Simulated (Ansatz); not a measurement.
The cluster Si3H6⁻, relaxed as a doublet with UKS PBE0-D4/def2-TZVPD in Ansatz, starting from the GFN1-xTB geometry. Force threshold 0.02 eV/Å.

Another isomer (doublet) lies 0.70 eV lower at PBE0-D4/def2-TZVPD; other spin states weren't run for this one.

Start:

Cartesian coordinates in Å:
```
Si -0.926 -0.329 1.045
Si 0.148 -0.721 -0.974
Si 0.740 1.218 0.155
H -2.233 0.326 0.927
H 1.944 1.098 0.983
H 1.009 -1.893 -1.170
H 1.197 2.439 -0.560
H -1.414 -1.445 1.902
H -0.465 -0.693 -2.308
```

| step | energy (eV) | largest force component (eV/Å) | SCF passes |
| --- | --- | --- | --- |
| 1 | -23720.2201 | 0.861 | 17 |
| 2 | -23720.4168 | 0.196 | 20 |
| 3 | -23720.4385 | 0.123 | 21 |
| 4 | -23720.4470 | 0.116 | 20 |
| 5 | -23720.4541 | 0.248 | 20 |
| 6 | -23720.4578 | 0.085 | 21 |
| 7 | -23720.4589 | 0.033 | 21 |
| 8 | -23720.4591 | 0.008 | 15 |

Force components are those of the run's own axes.

End:

```csv
atom,x (Å),y (Å),z (Å)
Si1,-0.9936,-0.3617,1.1378
Si2,0.1362,-0.6517,-0.8780
Si3,0.7926,1.3258,0.1626
H4,-2.3039,0.2581,0.7283
H5,2.0534,0.9461,0.8940
H6,1.1077,-1.7893,-1.0286
H7,1.2702,2.4839,-0.7288
H8,-1.4517,-1.6197,1.8939
H9,-0.6108,-0.5915,-2.1813
```

By distances, no bond broke or formed. The bond that changes most is Si1–Si3, from 2.44 to 2.64 Å (atoms count from 1).

No frequencies were taken in this run, so the end may be a saddle point.

It took 27 s on 4 threads of Arm Neoverse V1 on a shared host.
